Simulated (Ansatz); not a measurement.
```xyz
10

C    -0.522   -0.976   -0.546
C     0.311    0.247   -0.518
F     0.846    0.546   -1.726
C     0.593    1.059    0.492
O     0.165    0.944    1.775
H     0.071   -1.841   -0.856
H    -0.953   -1.201    0.431
H    -1.346   -0.865   -1.256
H     1.227    1.923    0.340
H    -0.392    0.165    1.864
```

The species carries charge 0 and has multiplicity 1.

(1) List the B3LYP/def2-TZVPP orbital energies in eV (Ansatz). (Best estimate.)

Answers

(1) Ansatz gave: Occupied: -671.65, -521.51, -278.81, -278.28, -277.34, -33.13, -29.14, -21.59, -19.54, -16.70, -15.09, -13.86, -13.00, -12.15, -11.42, -11.33, -11.10, -10.78, -9.94, -6.18. Lowest empty: 0.27, 0.71, 1.68, 2.02, 2.77, 3.16, 3.29, 4.41.

B3LYP here is the variant with VWN-RPA as its local correlation; programs differ in this.
